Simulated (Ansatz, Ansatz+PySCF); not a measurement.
```yaml
atoms:
  - { symbol: Li, position_ang: [0.0000, 0.0000, -0.4314] }
  - { symbol: H, position_ang: [0.0000, 0.0000, 1.2942] }
```

RHF on singlet LiH was run in several spherical basis sets with Ansatz (development build ahead of 0.2.0).

(1) Rank the basis sets by the total energy that they give, lowest first, with the distance from the lowest.
A. cc-pVDZ
B. def2-TZVP
C. 6-31G(d)
D. def2-SVP
E. cc-pVTZ

Answers

(1) E (0.00 eV), B (0.04 eV), A (0.07 eV), C (0.14 eV), D (0.22 eV).

Totals follow the description of the cores as much as that of the bonds, so this order isn't one of quality for chemistry.
